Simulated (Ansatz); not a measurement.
# Heat of formation of H3NO (hydroxylamine) from total energies

H3NO has 5 atoms, charge 0, and is taken as a singlet. SMILES: `NO`. Geometry: relaxed at PBE0-D4/def2-TZVP. This is one conformer, not always the lowest.

Total energies at r2SCAN/def2-TZVPP (Ansatz 0.2.0); the atoms run unrestricted:

| species | state | energy (Eh) |
| --- | --- | --- |
| H3NO | singlet | -131.706262 |
| N | quartet | -54.581014 |
| O | triplet | -75.058615 |
| H | doublet | -0.499927 |

Harmonic wavenumbers at PBE0-D4/def2-TZVP, in cm⁻¹: 432, 980, 1152, 1346, 1411, 1678, 3470, 3552, 3855.

Measured heats of formation of the gaseous atoms at 298.15 K, in kJ/mol: N 472.4, O 249.2, H 218.0. Spin-orbit lowering of the atoms at 298 K (mean of the ground term's levels less their thermal mean, from spectra), in kJ/mol: O 0.40. Take 1 Eh = 2625.50 kJ/mol, 1 cm⁻¹ = 0.0119627 kJ/mol, RT = 2.479 kJ/mol.

Question: What heat of formation follows?

Answer: 
1. Electronic atomisation energy: (-54.581014) + (-75.058615) + 3 × (-0.499927) − (-131.706262) = 0.566852 Eh = 1488.3 kJ/mol.
2. Zero-point energy: half the sum of the wavenumbers, 8938 cm⁻¹ = 106.9 kJ/mol.
3. Thermal vibrational enthalpy, Σ hcν̃/(exp(hcν̃/kT) − 1): 0.9 kJ/mol. Translation, rotation and pV of a non-linear molecule: 4 RT = 9.9 kJ/mol.
4. The 5 free atoms carry 5/2 RT each: 31.0 kJ/mol.
5. Spin-orbit coupling lowers the free atoms by 0.40 = 0.4 kJ/mol.
6. Atomisation enthalpy at 298 K: 1488.3 − 0.4 − 106.9 − 0.9 − 9.9 + 31.0 = 1401.2 kJ/mol.
7. Sum of the atoms' heats of formation: 1375.6 kJ/mol. Heat of formation: 1375.6 − 1401.2 = -25.6 kJ/mol.

The tabulated value is -43.5 kJ/mol (Active Thermochemical Tables), so this level is off by +17.9 kJ/mol, or 1.3 % of the atomisation enthalpy that the table implies (1419.1 kJ/mol). Anharmonicity and any spin-orbit splitting of the molecule are left out.
